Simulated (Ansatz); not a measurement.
A calculation with Ansatz (development build ahead of 0.2.0).

```yaml
crystal:
  periodic: [false, false, false]
  atoms:
    - { symbol: P, position_ang: [0.0, 0.0, 0.0] }
    - { symbol: H, position_ang: [1.965, 0.0, 1.64883] }
    - { symbol: H, position_ang: [-1.0971, 0.0, 0.92058] }
basis:
  gaussian: { orbitals: "6-31G" }
magnetization:
  initial_magnetization: 1
hamiltonian:
  xc: hf
correlation:
  method: fci
  frozen_orbitals: { H: 0, P: 5 }
```

The input is written out in the form of the current development build from the run's settings.

Results

| Quantity | Value |
| --- | --- |
| Converged | yes |
| Total energy | -341.79927 hartree |
| State | lowest doublet root, of any spatial symmetry |
